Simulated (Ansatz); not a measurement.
in.yaml

```yaml
crystal:
  periodic: [false, false, false]
  atoms:
    - {symbol: Si, position_ang: [0.000000, -0.075803, 1.273678]}
    - {symbol: Mg, position_ang: [0.000000, 0.025974, -1.395274]}
    - {symbol: H, position_ang: [0.000000, 1.458820, 1.268777]}
    - {symbol: H, position_ang: [0.000000, 0.027056, -3.113889]}
basis:
  gaussian: {orbitals: 6-31G}
correlation: {method: sc_nevpt2, electrons: outside_noble_gas, active_space: {window: {electrons: 2, orbitals: 2}}}
```

```sh
$ ansatz run in.yaml --threads 1 --pin off --events-out ev --progress --plain --max-ram 2393MiB
```

Log:

```
336 factors; integrals over basis functions are off by at most 2.1e-4 eV
mean field evaluation 1: about -13320.8743 eV, gradient 7.9e0 eV
mean field evaluation 2: about -13320.9063 eV, gradient 8.0e0 eV
mean field evaluation 4: about -13321.5213 eV, gradient 6.2e-1 eV
mean field evaluation 8: about -13321.5268 eV, gradient 8.0e-4 eV
mean field evaluation 16: about -13318.8846 eV, gradient 5.0e-6 eV
mean field -13321.52677360 eV, -489.5570792746 hartree, gradient 2.8e-6 eV, S^2 0.000000; 2 other end points of the search recorded, 0 dependent functions left out; unrestricted orbitals would lower it
reference -13321.52677360 eV, -489.5570792746 hartree; 14, 14 occupied and 16, 16 virtual orbitals, 336 factors
state -13321.96876080 eV, -489.5733220048 hartree
state -13321.96876080 eV, -489.5733220048 hartree; corrected -13323.20823134 eV, -489.6188717069 hartree
state -13321.95724685 eV, -489.5728988746 hartree
state -13321.95724685 eV, -489.5728988746 hartree; corrected -13323.20638430 eV, -489.6188038294 hartree
state -13321.96876080 eV, -489.5733220048 hartree; corrected -13323.20823134 eV, -489.6188717069 hartree
state -13321.85176377 eV, -489.5690224432 hartree
state -13321.85176377 eV, -489.5690224432 hartree; corrected -13323.19199758 eV, -489.6182751271 hartree
state -13321.96876080 eV, -489.5733220048 hartree; corrected -13323.20823134 eV, -489.6188717069 hartree
Total energy: -13323.20823134 eV, -489.6188717069 hartree
```

Natural occupations: 1.9715 0.0285.

For the same geometry and basis full CI lies 657.2 meV lower.

Ran on 1 thread of Arm Neoverse V1, shared host: 0.78 s wall, 0.07 GiB peak host memory.
